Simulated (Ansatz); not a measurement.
System: chalcopyrite CuGaSe2. Method: r²SCAN-D4 in Ansatz (plane waves, PAW).

Settings: plane-wave cutoff 500 eV, 10×10×10 k mesh, gaussian smearing 0.02 eV, no spin polarisation, scalar-relativistic PAW data made under PBE.

Cell (relaxed at this level):

```
CELL_PARAMETERS angstrom
     -2.79121     2.79121     5.52563
      2.79121    -2.79121     5.52563
      2.79121     2.79121    -5.52563
ATOMIC_POSITIONS crystal
  Ga 0.25000 0.75000 0.50000
  Ga 0.50000 0.50000 0.00000
  Cu 0.75000 0.25000 0.50000
  Cu 0.00000 0.00000 0.00000
  Se 0.12091 0.12500 0.49591
  Se 0.87500 0.37091 0.99591
  Se 0.62909 0.62500 0.50409
  Se 0.37500 0.87909 0.00409
```

Task: What does this level give for the band gap?

Result: 
- band gap = 0.63 eV (on the SCF k mesh)

Measured, for comparison: band gap 1.67 eV (temperature not stated, no zero-point or thermal correction, direct or pseudo-direct at Γ; as tabulated in Ghosh et al. (2024), arXiv:2401.16805).

Spin–orbit coupling is not included.

Computed values are for the static lattice.

Computing time: very roughly 7 core-minutes.

Ansatz is a quantum-chemistry and plane-wave program.
